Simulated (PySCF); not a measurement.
# methanethial: bond dissociation enthalpies at several levels

Structure: `C=S` (CH2S). Numbering: `[CH2:1]=[S:2]`

All levels share the PBE0-D3(BJ)/def2-SVP structures and the PBE0-D3(BJ)/def2-SVP thermal terms; only the single-point energies (PySCF) change. Values are bond dissociation enthalpies (298 K, kJ/mol).

```jsonl
{"level": "PBE/def2-TZVP", "C1–H": "366", "time": "5.9 s"}
{"level": "B3LYP-D3(BJ)/def2-TZVP", "C1–H": "378", "time": "–"}
{"level": "LC-ωPBE/ma-def2-SVP", "C1–H": "381", "time": "5.9 s"}
{"level": "M06-2X/cc-pVTZ (grid 3, guess atom)", "C1–H": "388", "time": "14 s"}
```

Times are wall times for all single points of a level on 1 thread of Intel Xeon @ 2.70GHz, a shared host; the dash marks the run that also made the structures. LC-ωPBE, PBE ran on a slower path of this set-up, which computes the density-fitting integrals anew in every SCF cycle while the other levels store them. So the times needn't show the usual order of cost, and those levels read slower than they are.

The spread: 21 kJ/mol, from 366 to 388.

Differences come from unrounded values, so a last digit can differ from that of the printed terms.
